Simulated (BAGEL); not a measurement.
# One shape, several levels: doublet CHFO+

Wanted: a comparison of 5 runs (UHF/STO-3G, ROHF/6-31G*, ROHF/def2-TZVPP, UHF/def2-TZVPP, FCI/STO-3G) of doublet CHFO+. 

Program for the calculation: BAGEL 1.2.2.

## Step 1: The system as given

The species is CHFO+ (4 atoms), meant as a doublet with charge +1. As SMILES of the parent species, `O=CF`. Geometry: relaxed at GFN2-xTB. That shape belongs to the parent species and isn't relaxed for this state.

Bond lengths: O1–C2 1.171 Å, C2–F3 1.341 Å, C2–H4 1.098 Å. Angles: O1–C2–F3 122.3°, O1–C2–H4 129.0°, F3–C2–H4 108.7°.

## Step 2: A single-point energy at UHF/STO-3G (density fitting with qzvpp-jkfit) (run 1)

The input, hf.json:

```json
{ "bagel" : [

{
  "title" : "molecule",
  "basis" : "sto-3g",
  "df_basis" : "qzvpp-jkfit",
  "angstrom" : "true",
  "geometry" : [
    { "atom" : "O", "xyz" : [   -0.889680,    0.196020,    0.829980 ] },
    { "atom" : "C", "xyz" : [   -0.049740,    0.073340,    0.022930 ] },
    { "atom" : "F", "xyz" : [    0.584370,   -1.090860,   -0.181350 ] },
    { "atom" : "H", "xyz" : [    0.355050,    0.821510,   -0.671560 ] }
  ]
},
{ "title" : "uhf", "charge" : 1, "nopen" : 1 },
{ "title" : "print", "file" : "orbitals.molden", "orbitals" : "true" }

]}
```

The run is started by

```
$ BAGEL_NUM_THREADS=1 BAGEL hf.json > hf.out
```

What it wrote:

```text
* using 1 threads per process

  ===============================================================
  ===============================================================

  *** Geometry ***

  { "atom" : "O", "xyz" : [     -1.681252,      0.370424,      1.568435 ] },
  { "atom" : "C", "xyz" : [     -0.093995,      0.138593,      0.043331 ] },
  { "atom" : "F", "xyz" : [      1.104299,     -2.061427,     -0.342702 ] },
  { "atom" : "H", "xyz" : [      0.670947,      1.552429,     -1.269064 ] },

  Number of auxiliary basis functions:      247

  Since a DF basis is specified, we compute 2- and 3-index integrals:
    o Being stored without compression. Storage requirement is 0.001 GB

  Number of basis functions:       16
  Number of electrons      :       24

    * METHOD: MOLECULE                             0.03

  *** Open-shell HF ***

  === Nuclear Repulsion ===
    67.6421796645

      * DIIS with orbital gradients will be used.

  === UHF iteration (sto-3g) ===
      0       -209.36524952          0.08322149           0.00
      1       -209.49063198          0.03391261           0.00
      2       -209.51028928          0.01303543           0.00
      3       -209.51416657          0.00410410           0.00
      4       -209.51591567          0.00161831           0.00
      5       -209.51630472          0.00106794           0.00
      6       -209.51670202          0.00057999           0.00
      7       -209.51686094          0.00024657           0.00
      8       -209.51689285          0.00007651           0.00
      9       -209.51689700          0.00002842           0.00
     10       -209.51689836          0.00001014           0.00
     11       -209.51689872          0.00000609           0.00
     12       -209.51689892          0.00000359           0.00
     13       -209.51689898          0.00000199           0.00
     14       -209.51689899          0.00000087           0.00
     15       -209.51689900          0.00000045           0.00
     16       -209.51689900          0.00000028           0.00
     17       -209.51689900          0.00000016           0.00
     18       -209.51689900          0.00000008           0.00
     19       -209.51689900          0.00000005           0.00
     20       -209.51689900          0.00000003           0.00
     21       -209.51689900          0.00000002           0.00
     22       -209.51689900          0.00000001           0.00
     23       -209.51689900          0.00000001           0.00
    * SCF iteration converged.

    * S^2 (UHF) is 0.7966

    * Permanent dipole moment:
           (   -0.021416,    -0.859746,     0.346802) a.u.

    * METHOD: UHF                                  0.08

    * METHOD: PRINT                                0.00

  ===============================================================
```

Wall time 0.24 s (1 thread of Intel Xeon 6975P-C (Granite Rapids), shared host).

## Step 3: The energy at ROHF/6-31G(d) (density fitting with qzvpp-jkfit, spherical functions) (run 2)

The input, hf.json:

```json
{ "bagel": [

{
  "title": "molecule",
  "basis": "6-31gs.json",
  "df_basis": "qzvpp-jkfit",
  "angstrom": true,
  "geometry": [
    { "atom": "O", "xyz": [   -0.889680,    0.196020,    0.829980 ] },
    { "atom": "C", "xyz": [   -0.049740,    0.073340,    0.022930 ] },
    { "atom": "F", "xyz": [    0.584370,   -1.090860,   -0.181350 ] },
    { "atom": "H", "xyz": [    0.355050,    0.821510,   -0.671560 ] }
  ]
},
{
  "title": "rohf",
  "charge": 1,
  "nopen": 1
},
{
  "title": "print",
  "file": "orbitals.molden",
  "orbitals": true
}

]}
```

The basis set 6-31G* is read from a file made from the Basis Set Exchange's data (not shown).

The run is started by

```
$ BAGEL_NUM_THREADS=1 BAGEL hf.json > hf.out
```

What it wrote:

```text
* using 1 threads per process

  ===============================================================
  ===============================================================

  *** Geometry ***

  { "atom" : "O", "xyz" : [     -1.681252,      0.370424,      1.568435 ] },
  { "atom" : "C", "xyz" : [     -0.093995,      0.138593,      0.043331 ] },
  { "atom" : "F", "xyz" : [      1.104299,     -2.061427,     -0.342702 ] },
  { "atom" : "H", "xyz" : [      0.670947,      1.552429,     -1.269064 ] },

  Number of auxiliary basis functions:      247

  Since a DF basis is specified, we compute 2- and 3-index integrals:
    o Being stored without compression. Storage requirement is 0.004 GB

  Number of basis functions:       44
  Number of electrons      :       24

    * METHOD: MOLECULE                             0.03

  *** Open-shell HF ***

  === Nuclear Repulsion ===
    67.6421796645

      * DIIS with orbital gradients will be used.

  === ROHF iteration (6-31gs.json) ===
      0       -212.07737386          0.07640655           0.01
      1       -212.19837984          0.05825992           0.01
      2       -212.26380498          0.03881396           0.01
      3       -212.31590473          0.00699257           0.01
      4       -212.32544414          0.00378495           0.01
      5       -212.32828431          0.00171820           0.01
      6       -212.32915879          0.00103471           0.01
      7       -212.32950194          0.00066033           0.01
      8       -212.32971002          0.00034326           0.01
      9       -212.32976755          0.00013181           0.01
     10       -212.32977138          0.00005413           0.01
     11       -212.32977046          0.00002235           0.01
     12       -212.32977047          0.00000914           0.01
     13       -212.32977103          0.00000381           0.01
     14       -212.32977142          0.00000197           0.01
     15       -212.32977161          0.00000134           0.01
     16       -212.32977164          0.00000093           0.01
     17       -212.32977166          0.00000044           0.01
     18       -212.32977166          0.00000024           0.01
     19       -212.32977165          0.00000011           0.01
     20       -212.32977165          0.00000004           0.01
     21       -212.32977165          0.00000002           0.01
     22       -212.32977165          0.00000001           0.01
     23       -212.32977165          0.00000001           0.01
    * SCF iteration converged.

    * S^2 (ROHF) is 0.7500

    * Permanent dipole moment:
           (    0.061086,    -1.130815,     0.365409) a.u.

    * METHOD: ROHF                                 0.25

    * METHOD: PRINT                                0.00

  ===============================================================
```

Wall time 0.44 s (1 thread of Intel Xeon 6975P-C (Granite Rapids), shared host).

## Step 4: A single-point energy at ROHF/def2-TZVPP (density fitting with qzvpp-jkfit) (run 3)

The input, calc.json:

```json
{ "bagel": [

{
  "title": "molecule",
  "basis": "tzvpp",
  "df_basis": "qzvpp-jkfit",
  "angstrom": true,
  "geometry": [
    { "atom": "O", "xyz": [      -0.889680,       0.196020,       0.829980 ] },
    { "atom": "C", "xyz": [      -0.049740,       0.073340,       0.022930 ] },
    { "atom": "F", "xyz": [       0.584370,      -1.090860,      -0.181350 ] },
    { "atom": "H", "xyz": [       0.355050,       0.821510,      -0.671560 ] }
  ]
},

{ "title": "rohf", "charge": 1, "nopen": 1 },

{ "title": "print", "file": "orbitals.molden", "orbitals": true }

]}
```

The run is started by

```
$ BAGEL_NUM_THREADS=1 BAGEL calc.json > calc.out
```

What it wrote:

```text
* using 1 threads per process

  ===============================================================
  ===============================================================

  *** Geometry ***

  { "atom" : "O", "xyz" : [     -1.681252,      0.370424,      1.568435 ] },
  { "atom" : "C", "xyz" : [     -0.093995,      0.138593,      0.043331 ] },
  { "atom" : "F", "xyz" : [      1.104299,     -2.061427,     -0.342702 ] },
  { "atom" : "H", "xyz" : [      0.670947,      1.552429,     -1.269064 ] },

  Number of auxiliary basis functions:      247

  Since a DF basis is specified, we compute 2- and 3-index integrals:
    o Being stored without compression. Storage requirement is 0.023 GB

  Number of basis functions:      107
  Number of electrons      :       24

    * METHOD: MOLECULE                             0.07

  *** Open-shell HF ***

  === Nuclear Repulsion ===
    67.6421796645

      * DIIS with orbital gradients will be used.

  === ROHF iteration (tzvpp) ===
      0       -212.14488019          0.04821216           0.04
      1       -212.26515788          0.04050719           0.04
      2       -212.33814864          0.02810660           0.05
      3       -212.40912113          0.00493637           0.05
      4       -212.42064124          0.00286019           0.04
      5       -212.42486244          0.00124351           0.04
      6       -212.42611419          0.00069053           0.04
      7       -212.42656694          0.00045994           0.04
      8       -212.42680378          0.00026689           0.04
      9       -212.42689734          0.00012660           0.04
     10       -212.42691100          0.00004860           0.04
     11       -212.42690893          0.00001938           0.04
     12       -212.42690862          0.00000822           0.04
     13       -212.42690922          0.00000370           0.03
     14       -212.42690981          0.00000184           0.04
     15       -212.42690999          0.00000121           0.04
     16       -212.42691005          0.00000082           0.03
     17       -212.42691008          0.00000043           0.03
     18       -212.42691009          0.00000024           0.03
     19       -212.42691008          0.00000011           0.03
     20       -212.42691008          0.00000004           0.03
     21       -212.42691008          0.00000002           0.03
     22       -212.42691008          0.00000001           0.04
     23       -212.42691008          0.00000001           0.03
    * SCF iteration converged.

    * S^2 (ROHF) is 0.7500

    * Permanent dipole moment:
           (    0.085636,    -1.122997,     0.337514) a.u.

    * METHOD: ROHF                                 0.97

    * METHOD: PRINT                                0.01

  ===============================================================
```

It took 1.2 s on 1 thread of Intel Xeon 6975P-C (Granite Rapids), shared host.

Run 4 isn't shown in full; the table further down has it.

## Step 5: A single-point energy at FCI/STO-3G (density fitting with qzvpp-jkfit) (run 5)

The input, calc.json:

```json
{ "bagel" : [

{
  "title" : "molecule",
  "basis" : "sto-3g",
  "df_basis" : "qzvpp-jkfit",
  "angstrom" : true,
  "geometry" : [
    { "atom" : "O", "xyz" : [      -0.889680,       0.196020,       0.829980 ] },
    { "atom" : "C", "xyz" : [      -0.049740,       0.073340,       0.022930 ] },
    { "atom" : "F", "xyz" : [       0.584370,      -1.090860,      -0.181350 ] },
    { "atom" : "H", "xyz" : [       0.355050,       0.821510,      -0.671560 ] }
  ]
},

{
  "title" : "hf",
  "charge" : 2
},

{
  "title" : "fci",
  "nstate" : 1,
  "charge" : 1,
  "ncore" : 3,
  "nspin" : 1
}

]}
```

The run is started by

```
$ BAGEL_NUM_THREADS=1 BAGEL calc.json > calc.out
```

What it wrote:

```text
* using 1 threads per process

  ===============================================================
  ===============================================================

  *** Geometry ***

  { "atom" : "O", "xyz" : [     -1.681252,      0.370424,      1.568435 ] },
  { "atom" : "C", "xyz" : [     -0.093995,      0.138593,      0.043331 ] },
  { "atom" : "F", "xyz" : [      1.104299,     -2.061427,     -0.342702 ] },
  { "atom" : "H", "xyz" : [      0.670947,      1.552429,     -1.269064 ] },

  Number of auxiliary basis functions:      247

  Since a DF basis is specified, we compute 2- and 3-index integrals:
    o Being stored without compression. Storage requirement is 0.001 GB

  Number of basis functions:       16
  Number of electrons      :       24

    * METHOD: MOLECULE                             0.04

  *** RHF ***

  === Nuclear Repulsion ===
    67.6421796645

      * DIIS with orbital gradients will be used.

[... 6 lines left out ...]
    * SCF iteration converged.
[... 1 line left out ...]
    * Permanent dipole moment:
[... 57 lines left out ...]
     * ci vector, state   0, <S^2> = 0.7500
       22222222a....     0.9045260920
       2222a222ab...     0.1930647168
       2222b222aa...    -0.1437548115
       2222.222a2...     0.0759903248
       2222222a2....    -0.0676390068
       22222ab22a...     0.0652264064
       22222b22a.a..     0.0627787708
       222222.2a2...     0.0608685732
       222a22222....     0.0586439114
       22222a222....     0.0585393314
       22222aa22b...     0.0556337339
       2222222ba..a.     0.0504180623

    * METHOD: FCI                                 62.94

  ===============================================================
```

Run time: 63 s. Hardware: 1 thread of Intel Xeon 6975P-C (Granite Rapids), shared host; peak memory 1.6 GiB.

## Step 6: Overview of the runs

```tsv
run	level	start charge	start multiplicity	energy (Eh)	⟨S²⟩	wall time
1	UHF/STO-3G (density fitting with qzvpp-jkfit)	–	–	-209.516899	0.797	0.24 s
2	ROHF/6-31G* (density fitting with qzvpp-jkfit, spherical functions)	–	–	-212.329772	0.750	0.44 s
3	ROHF/def2-TZVPP (density fitting with qzvpp-jkfit)	–	–	-212.426910	0.750	1.2 s
4	UHF/def2-TZVPP (density fitting with qzvpp-jkfit)	–	–	-212.433798	0.771	1.3 s
5	FCI/STO-3G (density fitting with qzvpp-jkfit)	2	1	-209.669171	–	63 s
```

## Step 7: Summary of results

| quantity | value |
| --- | --- |
| run 5: total energy | -209.66917 Eh |

Against full CI in this basis: UHF +152.3 mEh. In runs 1, 5 the basis is minimal, so the values are rough. All runs together took 66 s, the longest 63 s.
